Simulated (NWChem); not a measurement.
methanethiol (CH$_{4}$S); SMILES CS

Program: NWChem. The geometry was optimised at PBE0/def2-SVP. Ions are spin-unrestricted doublets at the neutral geometry; other ion states weren't tried.

For level CAM-B3LYP/def2-SVP:

```yaml
"−ε(HOMO) (eV)": 7.92
```

**Question.** How do the values read with level PBE/def2-SVP instead?

**Answer.** The −ε(HOMO) (eV) is 5.26.
